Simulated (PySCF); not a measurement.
## C$_{2}$H, SMILES `[C]#C` (charge 0, multiplicity 2)

These are PySCF with PBE0-D4/def2-TZVP values and carry that method's errors.

The highest occupied spin orbital comes out as -8.60 eV and the dipole moment comes out as 0.78 D. The total energy is -76.5369 Ha and the cost is very roughly 10 core-seconds.

```xyz
3

C      1.0591    -0.5086     0.0000
C     -0.0420    -0.0312     0.0000
H     -1.0171     0.3996     0.0000
```
Charge 0, spin multiplicity 2.
